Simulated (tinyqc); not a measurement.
Worked calculation: RHF in the sto-6g basis, for H3O+, spin multiplicity 1. One step of it, computed by the program tinyqc.

Problem. Iteration 2: diagonalisation and new density. Diagonalise F' = X^T F X, C = X C', fill 5 alpha and 5 beta electrons from the bottom; D = 2 C_occ C_occ^T; the new density keeps 0.2 of the old one (damping). Each column has its largest component positive (the first on a tie).

Fock matrix F (hartree):
```
             1O 1s      1O 2s     1O 2px     1O 2py     1O 2pz      2H 1s      3H 1s      4H 1s
1O 1s   -20.525266  -4.963352  -0.010527   0.019877   0.014564  -0.642661  -0.639320  -0.640901
1O 2s    -4.963352  -2.439873  -0.007160   0.010381   0.057232  -0.653143  -0.650898  -0.657617
1O 2px   -0.010527  -0.007160  -0.605484  -0.016999  -0.053517  -0.426678   0.188791   0.155378
1O 2py    0.019877   0.010381  -0.016999  -0.510182   0.016696  -0.037723  -0.354805   0.357104
1O 2pz    0.014564   0.057232  -0.053517   0.016696  -0.536943   0.152986   0.119048   0.152338
2H 1s    -0.642661  -0.653143  -0.426678  -0.037723   0.152986  -0.528410  -0.156829  -0.155224
3H 1s    -0.639320  -0.650898   0.188791  -0.354805   0.119048  -0.156829  -0.499216  -0.139345
4H 1s    -0.640901  -0.657617   0.155378   0.357104   0.152338  -0.155224  -0.139345  -0.487834
```

X:
```
                1          2          3          4          5          6          7          8
1O 1s   -0.403673   0.000418   0.000000  -0.688610   0.625766  -0.000138   0.000000   0.187064
1O 2s    1.073993  -0.000800   0.000000   0.098053   0.186616  -0.000179   0.000000   0.473366
1O 2px   0.000787   0.839723   0.000000   0.000029   0.000052   0.669635   0.000000   0.000156
1O 2py   0.000000   0.000000   0.839739   0.000000   0.000000   0.000000   0.669579   0.000000
1O 2pz  -0.218989   0.000114   0.000000   0.703845   0.683316  -0.000002   0.000000  -0.101920
2H 1s   -0.475702  -0.804911   0.000000   0.160752  -0.141577   0.465425   0.000000   0.319611
3H 1s   -0.474572   0.403002  -0.697281   0.160858  -0.141675  -0.232856   0.403188   0.319403
4H 1s   -0.474572   0.403002   0.697281   0.160858  -0.141675  -0.232856  -0.403188   0.319403
```

D after iteration 1:
```
            1O 1s      1O 2s     1O 2px     1O 2py     1O 2pz      2H 1s      3H 1s      4H 1s
1O 1s    2.108557  -0.484844   0.035060  -0.031243  -0.039263   0.031802   0.042552  -0.000619
1O 2s   -0.484844   2.009088  -0.189782  -0.119496   0.214625  -0.183604  -0.185454  -0.145208
1O 2px   0.035060  -0.189782   1.762450   0.047922   0.248914   0.233853   0.024772   0.281603
1O 2py  -0.031243  -0.119496   0.047922   1.320330  -0.089662   0.241424   0.246106  -0.249630
1O 2pz  -0.039263   0.214625   0.248914  -0.089662   1.759181  -0.308077   0.063003  -0.212285
2H 1s    0.031802  -0.183604   0.233853   0.241424  -0.308077   0.326290  -0.102429  -0.085110
3H 1s    0.042552  -0.185454   0.024772   0.246106   0.063003  -0.102429   0.498323  -0.064976
4H 1s   -0.000619  -0.145208   0.281603  -0.249630  -0.212285  -0.085110  -0.064976   0.461491
```

overlap S:
```
           1O 1s     1O 2s     1O 2px     1O 2py     1O 2pz      2H 1s      3H 1s      4H 1s
1O 1s   1.000000  0.231145   0.000000   0.000000   0.000000   0.029734   0.029714   0.029714
1O 2s   0.231145  1.000000   0.000000   0.000000   0.000000   0.319085   0.318933   0.318933
1O 2px  0.000000  0.000000   1.000000   0.000000   0.000000   0.280910  -0.140367  -0.140367
1O 2py  0.000000  0.000000   0.000000   1.000000   0.000000   0.000000   0.243207  -0.243207
1O 2pz  0.000000  0.000000   0.000000   0.000000   1.000000  -0.078427  -0.078377  -0.078377
2H 1s   0.029734  0.319085   0.280910   0.000000  -0.078427   1.000000   0.111097   0.111097
3H 1s   0.029714  0.318933  -0.140367   0.243207  -0.078377   0.111097   1.000000   0.111001
4H 1s   0.029714  0.318933  -0.140367  -0.243207  -0.078377   0.111097   0.111001   1.000000
```

Give: F' = X^T F X; orbital energies; coefficients C; D after iteration 2.

Solution.

F' = X^T F X (hartree):
```
         1        2        3        4        5        6        7        8
1  -1.0986   0.0227  -0.0003  -2.6961   2.4945   0.0419   0.0190   0.7812
2   0.0227   0.0373  -0.0030  -0.0383  -0.0453  -0.0520   0.0214  -0.0088
3  -0.0003  -0.0030   0.1295   0.0125   0.0389  -0.0417   0.0036  -0.0056
4  -2.6961  -0.0383   0.0125  -8.9606   8.5325  -0.0295  -0.0149   4.2361
5   2.4945  -0.0453   0.0389   8.5325  -9.1913  -0.0113   0.0131  -4.3166
6   0.0419  -0.0520  -0.0417  -0.0295  -0.0113  -0.7603  -0.0100  -0.0246
7   0.0190   0.0214   0.0036  -0.0149   0.0131  -0.0100  -0.7283  -0.0018
8   0.7812  -0.0088  -0.0056   4.2361  -4.3166  -0.0246  -0.0018  -3.2532
```

orbital energies (hartree): MO1 -20.5282, MO2 -1.3385, MO3 -0.7735, MO4 -0.7277, MO5 -0.5766, MO6 -0.0699, MO7 0.0550, MO8 0.1340

coefficients C:
```
            MO1      MO2      MO3      MO4      MO5      MO6      MO7      MO8
1O 1s    0.9968  -0.2328   0.0084   0.0038  -0.0561   0.1090   0.0271   0.0022
1O 2s    0.0143   0.9253  -0.0502  -0.0198   0.2986  -0.6670  -0.1689  -0.0097
1O 2px   0.0006   0.0106   0.7017  -0.1794   0.0079   0.1670  -0.7718  -0.0723
1O 2py  -0.0011  -0.0007   0.1793   0.6423  -0.0175  -0.0351  -0.0726   0.8378
1O 2pz  -0.0013  -0.0734   0.0977  -0.0498   0.9055   0.3802   0.1846   0.0680
2H 1s   -0.0024   0.0915   0.4367  -0.0438  -0.2621   0.2941   0.9391   0.0285
3H 1s   -0.0020   0.0818  -0.1021   0.4508  -0.0585   0.7003  -0.2170  -0.6909
4H 1s   -0.0025   0.0908  -0.2196  -0.3515  -0.1764   0.6863  -0.2712   0.6949
```

D after iteration 2:
```
          1O 1s    1O 2s   1O 2px   1O 2py   1O 2pz    2H 1s    3H 1s    4H 1s
1O 1s    2.1035  -0.4464   0.0116   0.0001  -0.0628  -0.0024  -0.0185  -0.0271
1O 2s   -0.4464   1.9193  -0.0692  -0.0681   0.3606  -0.0603   0.0499   0.0498
1O 2px   0.0116  -0.0692   1.1921   0.0263   0.1840   0.5478  -0.2385  -0.0901
1O 2py   0.0001  -0.0681   0.0263   0.9761  -0.0663   0.1357   0.4847  -0.4694
1O 2pz  -0.0628   0.3606   0.1840  -0.0663   1.6916  -0.3804  -0.1336  -0.3150
2H 1s   -0.0024  -0.0603   0.5478   0.1357  -0.3804   0.4967  -0.0869  -0.0585
3H 1s   -0.0185   0.0499  -0.2385   0.4847  -0.1336  -0.0869   0.4576  -0.2022
4H 1s   -0.0271   0.0498  -0.0901  -0.4694  -0.3150  -0.0585  -0.2022   0.4302
```
